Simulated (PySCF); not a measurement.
A made-up structure of CH3BS, singlet:

C1  (-0.321, 0.415, -0.255)
B2  (0.519, -0.669, 0.410)
S3  (1.405, -1.814, 1.110)
H4  (-1.055, 0.822, 0.446)
H5  (0.102, -0.780, 1.476)
H6  (-0.860, 0.015, -1.117)
(Å)

It is relaxed with PBE-D4/def2-SVP and then PBE0-D4/def2-TZVP (PySCF 2.14 with density fitting (its default auxiliary sets; JK sets also for MP2 and CCSD(T))). Atoms count as bonded within 1.22 times the sum of their covalent radii (H–H: 0.88 Å). The end point is not checked to be a true minimum.

Does its bonding change? (Judge from chemistry; the calculation decides.)

Computed: Yes. Formed: S3–H5; broken: B2–H5.

Where it ends: The first stage lowers the energy by 2.22 eV in 21 steps. It ends as CH₃BS ([CH2][B][SH]):
C1  (-0.587, 0.439, -0.274)
B2  (0.272, -0.423, 0.384)
S3  (1.439, -1.449, 1.149)
H4  (-0.862, 1.406, 0.133)
H5  (0.587, -2.171, 1.905)
H6  (-1.040, 0.190, -1.229)
(Å)

Labels in which every atom is bracketed show which atoms are joined, not bond orders.

For scale, one of the runs: PBE0-D4/def2-TZVP relaxation, 117 basis functions, launched by `OMP_NUM_THREADS=2 python run.py`. Hardware: 2 CPU threads of an AMD EPYC 7B13, shared host. Wall time 24 s; peak host memory 1.1 GiB.
